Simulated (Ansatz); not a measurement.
# AlBPH (triplet): the correlation ladder, cc-pVDZ

The task here is to estimate one member of a computed series from the others.

The runs use Ansatz 0.2.0, Gaussian basis; cc-pVDZ, core rule «outside noble gas», up to 11 orbitals frozen.

The runs, in order: UHF; CCSD(T) on ROHF; CCSD(T) on UHF; BCCD(T) on ROHF; CISD; CCSDT(Q) on ROHF; CCSDT(Q) on UHF; CASSCF and NEVPT2, 10 electrons in 10 orbitals.

16 further runs of the same task are left out: 7 that didn't finish, 9 set aside as unsound or not needed.

## What is computed

The geometry is a PBE0/def2-TZVP stationary point (not a proven minimum) of the parent state, kept for this charge and spin.

4 atoms, charge 0, spin multiplicity 3.

Atoms are counted from 1 here; the program's logs count them from 0.

Bond lengths: Al1–P2 2.410 Å, P2–B3 1.903 Å, P2–H4 1.417 Å. Angles: Al1–P2–B3 153.5°, Al1–P2–H4 109.6°, B3–P2–H4 96.9°.

The first run:

File in.yaml:

```yaml
crystal:
  periodic: [false, false, false]
  atoms:
    - {symbol: Al, position_ang: [0.000000, -0.095312, 1.749815]}
    - {symbol: P, position_ang: [0.000000, 0.189551, -0.643168]}
    - {symbol: B, position_ang: [0.000000, -0.451689, -2.435182]}
    - {symbol: H, position_ang: [0.000000, 1.571307, -0.957031]}
basis:
  gaussian: {orbitals: cc-pVDZ}
magnetization: {spin_polarized: true, initial_magnetization: 2}
hamiltonian: {xc: hf}
output: {orbitals: {seedname: orbitals}}
```

The run is started by

```console
> ansatz run in.yaml --threads 1 --pin off --events-out ev --progress --plain --max-ram 2393MiB
```

Among the steps run: UHF; CCSD(T) on ROHF; CCSD(T) on UHF; BCCD(T) on ROHF; CISD; CCSDT(Q) on ROHF; CCSDT(Q) on UHF; CASSCF and NEVPT2, 10 electrons in 10 orbitals.

One of the session's tables, all rows but one given; the rest of the session is left out.

| method | from UCCSDT(Q) (kcal/mol) |
| --- | --- |
| ROHF | +161.95 |
| UHF | +159.94 |
| RMP2 | ? |
| UMP2 | +34.56 |
| CISD | +25.62 |
| RCCSD | +8.75 |
| UCCSD | +8.71 |
| RCCSD(T) | +1.90 |
| UCCSD(T) | +1.89 |
| BCCD(T) | +1.82 |
| RCCSDT | +0.63 |
| UCCSDT | +0.63 |
| RCCSDT(Q) | +0.06 |
| UCCSDT(Q) | 0 |

**Question.** Estimate the row for RMP2.

**Answer.** from UCCSDT(Q) (kcal/mol): +34.59. In the column «from UCCSDT(Q) (kcal/mol)» it lies between UMP2 (+34.56) and UHF (+159.94).

Left out of the table: CASSCF frontier, NEVPT2 frontier (the active space lost an orbital or holds another state than full CI finds).

To keep in mind: Restricted and unrestricted rows rest on different reference determinants; where their highest levels disagree by more than a few hundredths of an eV, they describe different states and don't form one ladder. Warnings in the runs' records: passed over end.
